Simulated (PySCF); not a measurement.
Molecule: SMILES C#CCC1CC1, C₆H₈.

Geometry (Å), atoms numbered from 1 in this order:
```xyz
14

C     2.952    0.478    0.021
C     1.931   -0.142    0.085
C     0.679   -0.867    0.181
C    -0.386   -0.026    0.855
C    -1.195    0.939    0.043
C    -1.832   -0.307    0.582
H     3.854    1.011   -0.044
H     0.353   -1.146   -0.825
H     0.845   -1.786    0.754
H    -0.122    0.278    1.861
H    -1.463    1.887    0.484
H    -1.004    0.995   -1.018
H    -2.074   -1.096   -0.115
H    -2.539   -0.217    1.392
```

Frames of a GFN2-xTB Langevin trajectory at 300 K; GIAO PBE0/pcSseg-1 shieldings in PySCF 2.14.0 with density-fitted response routines, gas phase, non-relativistic; equivalent atoms averaged within each frame.

Chemical shifts δ = σref − σ; $^{13}$C (σ = 186.93 ppm), $^{1}$H (σ = 31.72 ppm) vs TMS, all at this level. The references are static minima.

**Question.** How do the shifts (ppm) fluctuate along the trajectory?

**Answer.** 
```
         time (fs)    C2    C1    C3    C4  C5/C6  H8/H9    H10  H11/H14  H12/H13    H7
               250  91.7  74.3  28.7  19.0   12.4   2.85   1.34     1.33     1.29  0.41
               425  90.5  80.3  24.0  14.1    8.1   2.65   0.18     0.69     1.16  1.25
               625  92.3  79.0  20.3  13.7    9.8   1.75   0.74     0.75     0.71  1.61
               800  93.2  75.7  30.5  12.9    9.0   1.65  -0.16     0.66     0.78  2.52
              1000  89.1  76.9  30.0  32.6    5.7   1.72   4.05     1.50    -0.47  1.24
    mean of frames  91.4  77.2  26.7  18.5    9.0   2.12   1.23     0.98     0.69  1.41
standard deviation   1.6   2.4   4.4   8.3    2.4   0.58   1.68     0.40     0.69  0.76
```

5 frames give an uncertainty of the mean of about the standard deviation over 2.2 at best, since frames this close in time may not be independent; classical motion lacks zero-point vibration, and the reference would need the same averaging.
